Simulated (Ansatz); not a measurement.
We consider zinc-blende HgSe, described by PBEsol+SOC (plane waves, PAW; Ansatz, a first-principles code).

Settings: plane-wave cutoff 520 eV, 10×10×10 k mesh, Fermi–Dirac smearing 0.01 eV, PAW data made under PBE.

The volume scan:

| V (Å³/atom) | E − E_lowest (meV/atom) |
|---|---|
| 26.812 | 19.22 |
| 27.382 | 8.17 |
| 27.952 | 1.95 |
| 28.523 | 0.00 |
| 29.093 | 1.84 |
| 29.664 | 7.03 |
| 30.234 | 15.19 |

Problem. Estimate the bulk modulus and its pressure derivative from these points.

Solution. V0 = 28.520 Å³/atom, B0 = 53.1 GPa, B′ = 5.0 (fit to the energies at full precision).

Measured, for comparison: bulk modulus 50 GPa (temperature not stated, not corrected to a static lattice, our sources range from 48.5 to 51.6; as tabulated in Toher et al. (2017), arXiv:1611.05714); equilibrium volume per atom 28.16 Å³/atom (293 K, not corrected to a static lattice; as tabulated in Cardona et al. (2009), arXiv:0908.2634). Computed (rounded) less measured: bulk modulus +6 % (+3 % to +9 % over the range), equilibrium volume per atom +1.3 %. A static lattice is as a rule a little smaller and stiffer than an uncorrected measurement, which narrows the difference in the bulk modulus and would widen misses of the other sign.

Static lattice: no zero-point or thermal effects.

Cost on a shared machine: around 6 core-minutes (rough).
